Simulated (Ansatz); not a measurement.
Basis-set extrapolation for `OC(F)C1C=C1` (PBE0-D4/def2-TZVP geometry, frozen core, Ansatz). Multiplicity 1, RHF reference.

```
                      def2-TZVPP   def2-QZVPP
                 HF  -328.720318  -328.734678
    MP2 correlation    -1.128079    -1.213136
CCSD(T) correlation    -1.200695      not run
```

Energies in hartree. Use E(X) = E(∞) + A·exp(−7.88·√X) for Hartree–Fock and E(X) = E(∞) + B·X^(−2.97) for correlation, with X = 3 and 4, and add CCSD(T) minus MP2 of the smaller set to the MP2 limit.

Problem. What is the CCSD(T) energy at the basis-set limit?

Solution. HF limit: -328.734678 + (-0.014360) × 0.13774 = -328.73666. MP2 limit: -1.213136 + (-0.085057) × 0.74074 = -1.27614. Higher-order term: -1.200695 − (-1.128079) = -0.07262. Total: -330.08542 hartree, 431.7 kJ/mol below CCSD(T)/def2-TZVPP.
